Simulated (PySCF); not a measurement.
**Static response to an electric field**

Species: oxazole, C3H3NO.
Structure used (GFN2-xTB), in Å, numbered top down from 1:
```xyz
8
C3H3NO angstrom
C     -0.8332   -0.5312    0.2447
C     -0.6649    0.7445   -0.1926
O      0.6569    0.9489   -0.3735
C      1.2278   -0.2119   -0.0378
N      0.3938   -1.1230    0.3358
H     -1.7283   -1.0599    0.4965
H     -1.3359    1.5512   -0.4015
H      2.2929   -0.3092   -0.0962
```

Level: CAM-B3LYP/def2-SVPD (PySCF), static field, nuclei fixed, core orbitals frozen in the response. The polarisability tensor in these axes (au):

```
x   49.35 -2.04 -1.12
y   -2.04 43.80 -4.94
z   -1.12 -4.94 30.09
```

**Question.** What are the eigenvalues, a third of the trace, and Δα (Δα² = ½Σ(αi − αj)² over the three pairs)?

**Answer.** Principal values 28.36, 44.85 and 50.04 au; mean 41.08 au = 6.09 Å³ = 6.77 × 10⁻⁴⁰ C²·m²/J; Δα = 19.61 au (48 % of the mean).

**Question.** What is the dipole moment, and where does it point?

**Answer.** (-0.55, 1.39, -0.41) D, 1.56 D in size, pointing from the negative to the positive side. Measured along this direction, the outermost atoms are N5 at the negative end and H7 at the positive end.

**Question.** What would n − 1 = 2πNα be for an ideal gas of these molecules at 400 K and 1 atm, electronic part alone?

**Answer.** N = p/kT = 1.8347 × 10¹⁹ cm⁻³, so n − 1 = 2π × N × 6.09 × 10⁻²⁴ cm³ = 702 × 10⁻⁶ at long wavelengths.

**Question.** Rayleigh depolarisation ratio (linearly polarised light, static tensor)?

**Answer.** ρ = 3Δα²/(45ᾱ² + 4Δα²) = 1153.4/(75943 + 1537.9) = 0.0149.

**Question.** In TDDFT the mean static polarisability is Σ f/ω² over all singlet excitations (ω in hartree). How much of it do the 8 lowest give? Their energies (eV) and oscillator strengths: 6.49, 0.1663; 6.52, 0.0027; 7.10, 0.0112; 7.55, 0.0321; 7.95, 0.0239; 7.98, 0.0050; 8.25, 0.0000; 8.41, 0.0109.

**Answer.** They add up to 4.01 au, 9.8 % of the 41.08 au; the largest single term is 2.93 au, from the state at 6.49 eV. Terms in order: 2.93, 0.05, 0.16, 0.42, 0.28, 0.06, 0.00, 0.11 au. Higher excitations give the rest. The strengths listed sum to 0.252.

**Question.** Find the Langevin capture rate constant for NH4+ (18.034 u) meeting this molecule (69.021 u), k = 2.342 × 10⁻⁹ cm³/s × √(α in Å³ / reduced mass in u).

**Answer.** The reduced mass is 14.30 u, so k = 1.53 × 10⁻⁹ cm³/s. The formula leaves out the permanent dipole, which adds to the capture rate.

Geometry: GFN2-xTB; no solvent, vibrations or thermal averaging.
